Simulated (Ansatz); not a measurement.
Reaction (SMILES): C1CC1 + 3 C (CH4) → 3 CC (C2H6)

Property: bond separation energy (enthalpy at 298 K), in kcal/mol. Terms: non-relativistic; LANL2DZ all-electron up to Ne; 6-311+G** with 5d; spin-orbit terms left out; six Cartesian d functions in 6-31G* and its kin unless marked 5d; valence correlation only. CBS(X,Y): correlation extrapolated as X^-3; Hartree-Fock from the larger set. The bracket is a focal-point correction in the basis named. First-principles rows: single points at B3LYP-D3(BJ) geometries (Ansatz, a quantum-chemistry and plane-wave program), with unscaled harmonic terms from B3LYP/6-31G* (Ansatz) at its own minima.

Measured values: Active Thermochemical Tables 1.112 (ions: stationary electron), as tabulated in the package chemicals; they hold spin-orbit and core effects, anharmonicity. 

Value to compare with, the measured value: -19.4 kcal/mol.

| level | program | bond separation energy (enthalpy at 298 K) (kcal/mol) | error |
|---|---|---|---|
| HF/STO-3G | Ansatz | -41.0 | -21.6 |
| HF/3-21G | Ansatz | -27.6 | -8.2 |
| HF/LANL2DZ | Ansatz | -23.9 | -4.5 |
| HF/6-31G* | Ansatz | -22.6 | -3.2 |
| HF/6-311+G** | Ansatz | -21.0 | -1.6 |
| RI-MP2/CBS(cc-pVTZ,cc-pVQZ)+[CCSD(T)-MP2]/cc-pVTZ | Ansatz | -20.6 | -1.2 |

Among the 5 habitual levels, HF/STO-3G lies farthest from the measured value (-21.6 kcal/mol) and HF/6-311+G** nearest (-1.6); 0 of 5 lie above it, and their mean absolute error is 7.8 kcal/mol, the median 4.5. One case shows no general order.

The sets are all those run for this method; left out are runs that failed, that the program found above a lower state of the same kind, or whose <S^2> lies over 0.5 above the pure value.
